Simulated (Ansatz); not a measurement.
**Relaxing W**

These are results of DFT r2SCAN, scalar-relativistic, plane waves, PAW in Ansatz 0.2.0, not measurements. Cutoff 500 eV, Γ-centred k mesh, Gaussian smearing, no spin polarisation in the final step.

W was placed on the diamond structure type (Fd-3m, No. 227), at a guessed volume.

```
W
1.0
     0.00000    2.63050    2.63050
     2.63050    0.00000    2.63050
     2.63050    2.63050    0.00000
W
2
Direct
  0.50000 0.50000 0.50000
  0.75000 0.75000 0.75000
```

Cell and atoms relax at zero pressure; the relaxation can't lower the symmetry of the start. After a coarse first stage the cell is made exact in the group found at 0.06 Å.

Energies count from the standard state of W at the same level.

(1) Describe the relaxed structure.

(2) What are its volume, energy, density and gap?

Results:

(1) It keeps Fd-3m (No. 227). The result has the diamond structure. Conventional cell: a = 5.790 Å. W has 4 W at 2.51 Å.

```cif
data_structure
_symmetry_space_group_name_H-M 'Fd-3m:1'
_symmetry_Int_Tables_number 227
_cell_length_a 5.7904
_cell_length_b 5.7904
_cell_length_c 5.7904
_cell_angle_alpha 90.000
_cell_angle_beta 90.000
_cell_angle_gamma 90.000
_cell_volume 194.14
loop_
_atom_site_label
_atom_site_type_symbol
_atom_site_symmetry_multiplicity
_atom_site_Wyckoff_symbol
_atom_site_fract_x
_atom_site_fract_y
_atom_site_fract_z
_atom_site_occupancy
W1 W 8 a 0.50000 0.00000 0.50000 1
```

(2) The volume per atom is 24.27 Å³, the density is 12.58 g/cm³ and the energy over the standard structure is 2.84 eV/atom. The gap on the 16×16×16 mesh is 0 eV (a metal).

The final run used a 16×16×16 mesh on its 2-atom cell and 0.10 eV smearing. The k mesh leaves about 4 meV/atom of noise in metals. Spin–orbit coupling is left out. A structure relaxed within its symmetry needn't be a true minimum. The steps took of the order of 40 core-seconds in all.